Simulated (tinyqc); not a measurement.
Inside a calculation. Method: UHF in the sto-3g basis, for LiH, spin multiplicity 1. One step of it, computed by the program tinyqc.

Task: Iteration 1: building the Fock matrix. J_ij = sum D_kl (ij|kl) with D = D(alpha) + D(beta), K_ij = sum D_kl (ik|jl) for each spin; F = H + J - K(s); E = tr D H + tr D J / 2 - 0.5 sum_s tr D(s) K(s) + E_nn.

D(alpha) at the start, lower triangle:
```
            1Li 1s     1Li 2s   1Li 2px   1Li 2py    1Li 2pz     2H 1s
1Li 1s    1.062255
1Li 2s   -0.257954   1.068250
1Li 2px   0.000000   0.000000  0.000000
1Li 2py   0.000000   0.000000  0.000000  0.000000
1Li 2pz  -0.013137   0.061932  0.000000  0.000000   0.003594
2H 1s     0.009916  -0.030530  0.000000  0.000000  -0.001765  0.000879
```

D(beta) at the start, lower triangle:
```
            1Li 1s    1Li 2s   1Li 2px   1Li 2py   1Li 2pz     2H 1s
1Li 1s    1.011490
1Li 2s   -0.025619  0.005061
1Li 2px   0.000000  0.000000  0.000000
1Li 2py   0.000000  0.000000  0.000000  0.000000
1Li 2pz  -0.013412  0.053718  0.000000  0.000000  0.645961
2H 1s    -0.003952  0.027946  0.000000  0.000000  0.336934  0.175754
```

core Hamiltonian H = T + V (hartree), lower triangle:
```
            1Li 1s     1Li 2s    1Li 2px    1Li 2py    1Li 2pz      2H 1s
1Li 1s   -4.600075
1Li 2s   -1.031356  -1.296369
1Li 2px   0.000000   0.000000  -1.054667
1Li 2py   0.000000   0.000000   0.000000  -1.054667
1Li 2pz  -0.005540  -0.063518   0.000000   0.000000  -1.097809
2H 1s    -0.019362  -0.219533   0.000000   0.000000  -0.324651  -1.048519
```

Two-electron integrals (ij|kl) in chemists' order, unique and non-zero (hartree):
```
(11|11) 1.680395   (21|11) 0.265420   (21|21) 0.049941   (22|11) 0.397727
(22|21) 0.092860   (22|22) 0.290562   (31|31) 0.008981   (32|31) 0.013788
(32|32) 0.064184   (33|11) 0.396640   (33|21) 0.092880   (33|22) 0.290497
(33|33) 0.312946   (41|41) 0.008981   (42|41) 0.013788   (42|42) 0.064184
(43|43) 0.016869   (44|11) 0.396640   (44|21) 0.092880   (44|22) 0.290497
(44|33) 0.279207   (44|44) 0.312946   (51|51) 0.008981   (52|51) 0.013788
(52|52) 0.064184   (53|53) 0.016869   (54|54) 0.016869   (55|11) 0.396640
(55|21) 0.092880   (55|22) 0.290497   (55|33) 0.279207   (55|44) 0.279207
(55|55) 0.312946   (61|11) 0.004312   (61|21) 0.000837   (61|22) 0.001657
(61|33) 0.001630   (61|44) 0.001630   (61|51) 0.000132   (61|52) 0.000268
(61|55) 0.001714   (61|61) 0.000017   (62|11) 0.039550   (62|21) 0.009487
(62|22) 0.035898   (62|33) 0.033730   (62|44) 0.033730   (62|51) 0.001326
(62|52) 0.011367   (62|55) 0.040195   (62|61) 0.000206   (62|62) 0.011267
(63|31) 0.000363   (63|32) 0.002403   (63|53) 0.001251   (63|63) 0.000415
(64|41) 0.000363   (64|42) 0.002403   (64|54) 0.001251   (64|64) 0.000415
(65|11) 0.058605   (65|21) 0.014091   (65|22) 0.054023   (65|33) 0.050472
(65|44) 0.050472   (65|51) 0.002045   (65|52) 0.017732   (65|55) 0.061064
(65|61) 0.000309   (65|62) 0.017727   (65|65) 0.027947   (66|11) 0.193978
(66|21) 0.046773   (66|22) 0.190406   (66|33) 0.177004   (66|44) 0.177004
(66|51) 0.005537   (66|52) 0.061514   (66|55) 0.216888   (66|61) 0.000997
(66|62) 0.082635   (66|65) 0.131828   (66|66) 0.774606
```

nuclear repulsion = 0.58193975 hartree

Give: Coulomb J; exchange K(alpha); exchange K(beta); F(alpha); F(beta); total energy of this density.

Result:

Coulomb J (hartree), lower triangle:
```
         1Li 1s  1Li 2s  1Li 2px  1Li 2py  1Li 2pz  2H 1s
1Li 1s    4.092
1Li 2s    0.700   1.342
1Li 2px   0.000   0.000    1.328
1Li 2py   0.000   0.000    0.000    1.328
1Li 2pz   0.005   0.037    0.000    0.000    1.364
2H 1s     0.012   0.170    0.000    0.000    0.257  0.960
```

exchange K(alpha) (hartree), lower triangle:
```
         1Li 1s  1Li 2s  1Li 2px  1Li 2py  1Li 2pz  2H 1s
1Li 1s    1.701
1Li 2s    0.266   0.314
1Li 2px   0.000   0.000    0.071
1Li 2py   0.000   0.000    0.000    0.071
1Li 2pz   0.001   0.019    0.000    0.000    0.071
2H 1s     0.005   0.035    0.000    0.000    0.013  0.009
```

exchange K(beta) (hartree), lower triangle:
```
         1Li 1s  1Li 2s  1Li 2px  1Li 2py  1Li 2pz  2H 1s
1Li 1s    1.692
1Li 2s    0.267   0.100
1Li 2px   0.000   0.000    0.021
1Li 2py   0.000   0.000    0.000    0.021
1Li 2pz   0.002   0.042    0.000    0.000    0.258
2H 1s     0.007   0.062    0.000    0.000    0.151  0.250
```

F(alpha) (hartree), lower triangle:
```
         1Li 1s  1Li 2s  1Li 2px  1Li 2py  1Li 2pz   2H 1s
1Li 1s   -2.209
1Li 2s   -0.597  -0.268
1Li 2px   0.000   0.000    0.202
1Li 2py   0.000   0.000    0.000    0.202
1Li 2pz  -0.002  -0.045    0.000    0.000    0.195
2H 1s    -0.013  -0.084    0.000    0.000   -0.080  -0.098
```

F(beta) (hartree), lower triangle:
```
         1Li 1s  1Li 2s  1Li 2px  1Li 2py  1Li 2pz   2H 1s
1Li 1s   -2.200
1Li 2s   -0.599  -0.054
1Li 2px   0.000   0.000    0.253
1Li 2py   0.000   0.000    0.000    0.253
1Li 2pz  -0.002  -0.069    0.000    0.000    0.008
2H 1s    -0.015  -0.111    0.000    0.000   -0.218  -0.338
```

total energy of this density = -7.52283 hartree
